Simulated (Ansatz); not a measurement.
**Strength of the C–S bond: C5H12S → C5H11 + HS**

Species: C5H12S (tert-amyl mercaptan) `CCC(C)(C)S`, singlet; C5H11 `CC[C](C)C`, doublet; HS, doublet. 

Shapes, held fixed at every level: PBE0-D4/def2-TZVP. Flexible molecules stand in one conformer, not always the lowest. Programs: Ansatz 0.2.0. Electronic energies: no zero-point or thermal term.

```
                level                    kind  ΔE (kJ/mol)  less CCSD(T)/CBS estimate
    PBE-D4/def2-TZVPP                     GGA       +310.8                      -15.2
  BHLYP-D4/def2-TZVPP           global hybrid       +280.5                      -45.5
r2SCAN0-D4/def2-TZVPP           global hybrid       +286.2                      -39.8
   wB97M-V/def2-TZVPP  range-separated hybrid       +320.6                       -5.4
   wB97X-V/def2-TZVPP  range-separated hybrid       +315.6                      -10.4
        CCSD/def2-SVP   coupled cluster or CI       +285.6                      -40.4
      CCSD/def2-TZVPP   coupled cluster or CI       +295.6                      -30.4
 CCSD(T)/CBS estimate   coupled cluster or CI       +326.0                        0.0
```

The highest level, CCSD(T)/CBS estimate, gives ΔE = +326.0 kJ/mol; the levels span +280.5 to +326.0. The column of differences is taken from that level and isn't an error. No measured value is set beside it here. Open shells run unrestricted. The CBS estimate extrapolates MP2 from def2-TZVPP and def2-QZVPP and adds CCSD(T) − MP2 in the triple-zeta set, cores frozen. CCSD(T)/CBS estimate lies outside the range of all other levels here, so it shouldn't be taken on trust.
